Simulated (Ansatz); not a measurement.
Ansatz (a program for electronic structure) input:

Ansatz 0.2 input:
```yaml
crystal:
  periodic: [false, false, false]
  atoms:
    - {symbol: C, position_ang: [-0.01016492, -0.27994848, 1.26025238]}
    - {symbol: N, position_ang: [0.02752705, 0.54107075, 0.00175175]}
    - {symbol: C, position_ang: [-0.01788448, -0.27138968, -1.26203737]}
    - {symbol: H, position_ang: [0.84891463, -0.94534137, 1.26048731]}
    - {symbol: H, position_ang: [0.02659022, 0.38821117, 2.11682979]}
    - {symbol: H, position_ang: [-0.93230591, -0.85474018, 1.26624623]}
    - {symbol: H, position_ang: [0.87379519, 1.11491211, 0.00110891]}
    - {symbol: H, position_ang: [0.84116373, -0.93674781, -1.27204628]}
    - {symbol: H, position_ang: [0.01364080, 0.40256842, -2.11426959]}
    - {symbol: H, position_ang: [-0.94005682, -0.84614662, -1.26628736]}
    - {symbol: H, position_ang: [-0.75613474, 1.19781794, 0.00637869]}
basis:
  gaussian:
    orbitals: def2-TZVP
hamiltonian:
  xc: b3lyp
  dispersion: d3bj
total_charge: 1
phonons: {temperatures: {t_min: 298.15, t_max: 298.15, t_step: 100}}
```

**Question.** Which total energy does the run end on?

**Answer.** -135.59811 Eh (B3LYP-D3(BJ)/def2-TZVP). The basis has 141 functions. The run takes roughly 70 core-seconds.

It need not be the lowest isomer of its formula.
